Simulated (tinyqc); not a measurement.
FCI on RHF in the sto-3g basis, for OH-, spin multiplicity 1, step by step. The basis has no diffuse functions, so it cannot describe the extra electron: this is an exercise in the method, not the real anion. One step of it, computed by the program tinyqc.

Question. FCI: roots. Diagonalise (each vector has its largest component positive (the first on a tie)); all determinants have Ms = 0, so triplets appear too. The lowest singlet root is the correlation energy.

Occupation strings over the orbitals (2 doubly, a alpha, b beta, 0 empty; spin orbitals ordered 1a 1b 2a 2b ...): 222220 22a22b 2a222b a2222b 22b22a 2b222a b2222a 222202 222022 220222 2ab222 a2b222 2ba222 202222 ab2222 b2a222 ba2222 022222

H - E(HF) between determinants (hartree):
```
           222220     22a22b     2a222b     a2222b     22b22a     2b222a     b2222a     222202
222220   0.000000   0.000000   0.000000   0.000000   0.000000   0.000000   0.000000   0.038061
22a22b   0.000000   0.432966   0.017588  -0.015986  -0.187138  -0.011306   0.007539  -0.016255
2a222b   0.000000   0.017588   0.955283   0.037136  -0.011306  -0.115525  -0.025374  -0.025520
a2222b   0.000000  -0.015986   0.037136  19.532961   0.007539  -0.025374  -0.024181  -0.006240
22b22a   0.000000  -0.187138  -0.011306   0.007539   0.432966   0.017588  -0.015986   0.016255
2b222a   0.000000  -0.011306  -0.115525  -0.025374   0.017588   0.955283   0.037136   0.025520
b2222a   0.000000   0.007539  -0.025374  -0.024181  -0.015986   0.037136  19.532961   0.006240
222202   0.038061  -0.016255  -0.025520  -0.006240   0.016255   0.025520   0.006240   0.480076
222022   0.038061  -0.016255  -0.025520  -0.006240   0.016255   0.025520   0.006240   0.047444
220222   0.187138   0.131944   0.094907   0.001918  -0.131944  -0.094907  -0.001918   0.022989
2ab222  -0.011306  -0.094907   0.081922  -0.004805   0.066607  -0.061550  -0.015414   0.034655
a2b222   0.007539  -0.001918  -0.004805   0.223310   0.010285  -0.019354  -0.007702   0.008331
2ba222   0.011306   0.066607  -0.061550  -0.015414  -0.094907   0.081922  -0.004805  -0.034655
202222   0.115525  -0.061550   0.008781   0.003918   0.061550  -0.008781  -0.003918   0.163397
ab2222  -0.025374   0.015414  -0.003918   0.048853  -0.019354   0.011147  -0.013934  -0.034941
b2a222  -0.007539   0.010285  -0.019354  -0.007702  -0.001918  -0.004805   0.223310  -0.008331
ba2222   0.025374  -0.019354   0.011147  -0.013934   0.015414  -0.003918   0.048853   0.034941
022222   0.024181  -0.007702  -0.013934   0.100189   0.007702   0.013934  -0.100189   0.025924

           222022     220222     2ab222     a2b222     2ba222     202222     ab2222     b2a222
222220   0.038061   0.187138  -0.011306   0.007539   0.011306   0.115525  -0.025374  -0.007539
22a22b  -0.016255   0.131944  -0.094907  -0.001918   0.066607  -0.061550   0.015414   0.010285
2a222b  -0.025520   0.094907   0.081922  -0.004805  -0.061550   0.008781  -0.003918  -0.019354
a2222b  -0.006240   0.001918  -0.004805   0.223310  -0.015414   0.003918   0.048853  -0.007702
22b22a   0.016255  -0.131944   0.066607   0.010285  -0.094907   0.061550  -0.019354  -0.001918
2b222a   0.025520  -0.094907  -0.061550  -0.019354   0.081922  -0.008781   0.011147  -0.004805
b2222a   0.006240  -0.001918  -0.015414  -0.007702  -0.004805  -0.003918  -0.013934   0.223310
222202   0.047444   0.022989   0.034655   0.008331  -0.034655   0.163397  -0.034941  -0.008331
222022   0.480076   0.022989   0.034655   0.008331  -0.034655   0.163397  -0.034941  -0.008331
220222   0.022989   1.006869  -0.058012   0.024336   0.058012   0.100282  -0.008646  -0.024336
2ab222   0.034655  -0.058012   1.352267   0.044207  -0.100282   0.047006   0.005140  -0.008646
a2b222   0.008331   0.024336   0.044207  19.756117  -0.008646  -0.005140  -0.135332  -0.010853
2ba222  -0.034655   0.058012  -0.100282  -0.008646   1.352267  -0.047006   0.018875   0.044207
202222   0.163397   0.100282   0.047006  -0.005140  -0.047006   2.012162  -0.029224   0.005140
ab2222  -0.034941  -0.008646   0.005140  -0.135332   0.018875  -0.029224  20.640518   0.018248
b2a222  -0.008331  -0.024336  -0.008646  -0.010853   0.044207   0.005140   0.018248  19.756117
ba2222   0.034941   0.008646   0.018875   0.018248   0.005140   0.029224  -0.069350  -0.135332
022222   0.025924   0.010853   0.018248  -0.095128  -0.018248   0.069350   0.409259   0.095128

           ba2222     022222
222220   0.025374   0.024181
22a22b  -0.019354  -0.007702
2a222b   0.011147  -0.013934
a2222b  -0.013934   0.100189
22b22a   0.015414   0.007702
2b222a  -0.003918   0.013934
b2222a   0.048853  -0.100189
222202   0.034941   0.025924
222022   0.034941   0.025924
220222   0.008646   0.010853
2ab222   0.018875   0.018248
a2b222   0.018248  -0.095128
2ba222   0.005140  -0.018248
202222   0.029224   0.069350
ab2222  -0.069350   0.409259
b2a222  -0.135332   0.095128
ba2222  20.640518  -0.409259
022222  -0.409259  42.625337
```

Give: lowest roots of this matrix, relative to E(HF); lowest vectors; <S^2> of these roots; weight of the ground state by excitation level 0, 1, 2, ....

Answer.

lowest roots of this matrix, relative to E(HF) (hartree): -0.042  0.245  0.433  0.474  0.533  0.839  0.893  1.221

lowest vectors:
```
        root 1  root 2  root 3  root 4
222220   0.980   0.000   0.000   0.008
22a22b   0.031   0.707   0.000   0.213
2a222b   0.012  -0.008   0.000   0.082
a2222b   0.000   0.000   0.000   0.000
22b22a  -0.031   0.707   0.000  -0.213
2b222a  -0.012  -0.008   0.000  -0.082
b2222a   0.000   0.000   0.000   0.000
222202  -0.045   0.000   0.707   0.652
222022  -0.045   0.000  -0.707   0.652
220222  -0.178   0.000   0.000  -0.179
2ab222   0.006   0.020   0.000  -0.028
a2b222   0.000   0.000   0.000   0.000
2ba222  -0.006   0.020   0.000   0.028
202222  -0.038   0.000   0.000  -0.110
ab2222   0.001   0.000   0.000   0.002
b2a222   0.000   0.000   0.000   0.000
ba2222  -0.001   0.000   0.000  -0.002
022222   0.000   0.000   0.000   0.000
```

<S^2> of these roots: 0.000  2.000  0.000  0.000  0.000  2.000  0.000  0.000

weight of the ground state by excitation level 0, 1, 2, ...: 0.960  0.002  0.037
